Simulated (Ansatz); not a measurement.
Stretching doublet NO

The N–O distance is varied.

Basis set: def2-SVP (spherical functions). Frozen core: 2 orbitals. Correlation on ROHF uses semicanonical orbitals with singles. Charge 0, multiplicity 2.

Computed with Ansatz (development build ahead of 0.2.0), each point on the determinant that the search for low states chose. Each curve is measured from its own lowest point listed.

| r(N–O) (Å) | UHF (eV) | ROHF-MP2 (eV) | UHF-MP2 (eV) |
| --- | --- | --- | --- |
| 1.040 | 0.525 | 1.051 | 0.931 |
| 1.070 | 0.181 | 0.547 | 0.432 |
| 1.090 | 0.057 | 0.313 | 0.204 |
| 1.120 | 0.000 | 0.092 | 0.000 |
| 1.150 | 0.068 | 0.000 | 0.017 |
| 1.180 | 0.207 | 0.012 | 0.438 |
| 1.210 | 0.372 | 0.109 | 0.936 |
| 1.230 | 0.491 | 0.212 | 1.244 |
| 1.260 | 0.680 | 0.414 | 1.667 |
| 1.280 | 0.811 | 0.575 | 1.928 |
| 1.310 | 1.013 | 0.847 | 2.292 |
| 1.340 | 1.218 | 1.146 | 2.628 |
| 1.360 | 1.356 | 1.356 | 2.839 |
| 1.400 | 1.630 | 1.791 | 3.238 |
| 1.420 | 1.765 | 2.013 | 3.429 |
| 1.450 | 1.962 | 2.350 | 3.707 |
| 1.480 | 2.150 | 2.695 | 3.985 |
| 1.500 | 2.267 | 5.257 | 4.174 |
| 1.530 | 2.426 | 5.694 | 4.466 |
| 1.550 | 2.519 | 5.961 | 4.664 |
| 1.580 | 2.635 | 6.331 | 4.953 |
| 1.610 | 2.723 | 6.672 | 5.218 |
| 1.640 | 2.785 | 6.987 | 5.446 |
| 1.670 | 2.825 | 7.282 | 5.636 |
| 1.690 | 2.840 | 7.467 | 5.742 |
| 1.720 | 2.851 | 7.731 | 5.873 |

Problem. Give the ROHF curve at the same distances.

Solution.

```
r (Å)  E (eV)
1.040   0.507
1.070   0.169
1.090   0.049
1.120   0.000
1.150   0.081
1.180   0.267
1.210   0.535
1.230   0.751
1.260   1.117
1.280   1.384
1.310   1.811
1.340   2.259
1.360   2.567
1.400   3.192
1.420   3.507
1.450   3.978
1.480   4.446
1.500   4.693
1.530   5.001
1.550   5.199
1.580   5.485
1.610   5.760
1.640   6.024
1.670   6.278
1.690   6.443
1.720   6.683
```

Caution for ROHF at some points, ROHF-MP2 at some points: an unrestricted determinant lies well below. Caution for UHF at some points, UHF-MP2 at some points: the unrestricted determinant is a mixture of spin states. Caution for ROHF-MP2 at some points, UHF-MP2 at some points: forces differ strongly between restricted and unrestricted references; bonds are stretched, where a single reference can fail. Caution for ROHF-MP2 at some points: other determinants can give a lower correlated total.
